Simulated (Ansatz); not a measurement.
For zinc-blende MgS (metastable phase), HSE06 in Ansatz (PAW) gives:

- lattice parameter a: 5.663 Å
- bulk modulus B0: 59.5 GPa

Task: What does Hartree–Fock (Ansatz, a program for electronic structure, plane waves, PAW) give for the same quantities?

Result: 
- lattice constant a: 5.735 Å (increases by 1.3 %)
- bulk modulus: 59.2 GPa (shrinks by 0.5 %)

Changes are worked out from the printed values.

Unless a cell is named, each level is at its own relaxed cell (HSE06 22.70, Hartree–Fock 23.58 Å³/atom).

Ansatz's density-functional and Hartree–Fock values are scalar-relativistic unless marked +SOC, with PAW data made under PBE.
